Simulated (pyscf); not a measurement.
H₂N–SiH₂–NH–SiH₂–NH₂ (SMILES N[SiH2]N[SiH2]N) + SiH₃• (SMILES [SiH3]) -> H₂N–SiH₂–NH–SiH₂–NH–SiH₂• (SMILES N[SiH2]N[SiH2]N[SiH2]) + H₂ (SMILES [H][H]), a four-centre exchange (doublet surface; H–N, H–Si broken, N–Si, H–H formed). PySCF, gas phase, ωB97X-D3(BJ)/def2-SVP geometries. Energies in kcal/mol from the separated reactants.

AM1 to PM7: differences of heats of formation from MOPAC, which are fitted to 298 K values and so differ in kind from electronic energies by zero-point and thermal terms. Open shells are spin-unrestricted. 

**Question.** In single points PM6 puts the saddle at 12.1 kcal/mol and the reaction energy at -46.7 kcal/mol. Should these be trusted to within a few kcal/mol? Compare with ωB97M-D3(BJ)/def2-TZVP.

**Answer.** ωB97M-D3(BJ)/def2-TZVP gives ΔE‡ = 31.9 kcal/mol and ΔE = -9.3 kcal/mol. PM6 lies 19.8 kcal/mol under it in the barrier and 37.4 kcal/mol under it in the reaction energy, so on this step it does not hold to within 3.0 kcal/mol. ωB97M-D3(BJ)/def2-TZVP has limits of its own. At the saddle there is also a short H–Si contact that neither side keeps. This is the saddle that the search found; another between the same sides may lie lower.
